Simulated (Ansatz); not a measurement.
A run of Ansatz (development build ahead of 0.2.0) on singlet C₂H₄O₂ at this shape:

```xyz
8

C     0.0000   -1.0028   -0.0706
O     0.0000   -0.9888    1.2221
O     0.0000    0.1572   -0.9175
C     0.0000    1.5115   -0.1984
H     0.0000   -1.9891   -0.7523
H     0.0000    2.3385   -1.0452
H    -0.9634    1.6259    0.4875
H     0.9634    1.6259    0.4875
```

Its results:

```
Converged                       : yes
Total energy                    : -227.74170 hartree
Spin squared of the determinant : 0.000
```

**Question.** Which input gives this output? Name the method, the orbitals and the basis set, and write the input.

**Answer.** RHF in cc-pVDZ. An unrestricted run that stays on the closed shell gives the same numbers.

```yaml
crystal:
  periodic: [false, false, false]
  atoms:
    - { symbol: C, position_ang: [0.0, -1.00278, -0.07061] }
    - { symbol: O, position_ang: [0.0, -0.98882, 1.22214] }
    - { symbol: O, position_ang: [0.0, 0.15715, -0.91753] }
    - { symbol: C, position_ang: [0.0, 1.51146, -0.19845] }
    - { symbol: H, position_ang: [0.0, -1.9891, -0.75234] }
    - { symbol: H, position_ang: [0.0, 2.33852, -1.04518] }
    - { symbol: H, position_ang: [-0.96336, 1.62593, 0.48747] }
    - { symbol: H, position_ang: [0.96336, 1.62593, 0.48747] }
basis:
  gaussian: { orbitals: cc-pVDZ }
hamiltonian:
  xc: hf
```

Caution: no unrestricted run beside it, a lower state can exist.
